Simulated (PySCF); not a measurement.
# Spin states of NaH

Unrestricted PBE0; Na def2-TZVP, H def2-TZVP; no relativity (PySCF 2.14). Outer shells of the fragments: Na 3s1; H 1s1.

Followed along the bond (rough minima from three points):

```tsv
2Ms+1	unpaired	⟨S²⟩ at the start	R at minimum (Å)	Te (eV)
1	none	0.00	1.89	0.00
3	σ ↑↑	2.00	none in the scan	≤ 2.33
```

Solutions found at the starting distance of 1.895 Å, counted from the lowest of them; the search is not exhaustive and high or unbound solutions are not listed, so other states can lie among these:

```
2Ms+1  unpaired   term  E (eV)  ⟨S²⟩  ⟨Lz²⟩  μ (D)
    1      none    ¹Σ⁺    0.00  0.00   0.00  -6.22
    3      σ ↑↑    ³Σ⁺    2.50  2.00   0.00   3.59
    3  σ ↑, π ↑     ³Π    3.78  2.00   1.00  -0.25
    1  σ ↑, π ↓  mixed    3.86  1.00   1.00   0.00
```

A term symbol is given only where ⟨S²⟩ and ⟨Lz²⟩ are close to those of a pure state; real π, δ and φ orbitals otherwise mix terms. A positive dipole means Na(−)H(+).

The measured ground state is X ¹Σ+ (Huber and Herzberg, Constants of Diatomic Molecules (1979)).

Counting both spins, an empty level lies below a filled one in some of these solutions, because spin and occupation are held.
